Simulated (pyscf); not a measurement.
Structures and frequencies: ωB97X-D3(BJ)/def2-SVP in PySCF.

Q: For H₃C–CH₂–O–SiH₃ + water (H₂O) -> ethanol (H₃C–CH₂–OH) + silanol (HO–SiH₃), a four-centre exchange (singlet surface; C–O, H–O broken, C–O, H–O formed), PBE/def2-TZVP gives ΔE‡ = 2.46 eV and ΔE = -0.05 eV (zero: the separated reactants). In which direction and how far do r²SCAN/def2-TZVP, M06-2X/def2-TZVP, ωB97M-D3(BJ)/def2-TZVP move these?

A: r²SCAN: ΔE‡ = 2.59 eV, ΔE = -0.02 eV; M06-2X: ΔE‡ = 3.10 eV, ΔE = 0.00 eV; ωB97M-D3(BJ): ΔE‡ = 2.89 eV, ΔE = 0.00 eV. PBE's barrier lies under all of them, by 0.13 to 0.64 eV. Its reaction energy lies under all of them, by 0.03 to 0.05 eV. Low barriers are usual for a GGA, whose delocalisation error favours stretched bonds. On the reactant side the descent ends in a complex, 0.23 eV under the separated species and 3.23 eV under the saddle at ωB97X-D3(BJ)/def2-TZVP. On the product side the descent ends in a bound adduct (not fully relaxed), 0.35 eV under the separated species and 3.33 eV under the saddle at ωB97X-D3(BJ)/def2-TZVP. At ωB97X-D3(BJ)/def2-TZVP the barrier from the zero used here is 3.01 eV. H₃C–CH₂–O–SiH₃ lies 0.79 eV over its isomer H₃C–CH₂–SiH₂–OH (electronic energy, ωB97M-D3(BJ)/def2-TZVP). One saddle was located; it need not be the lowest between these sides.
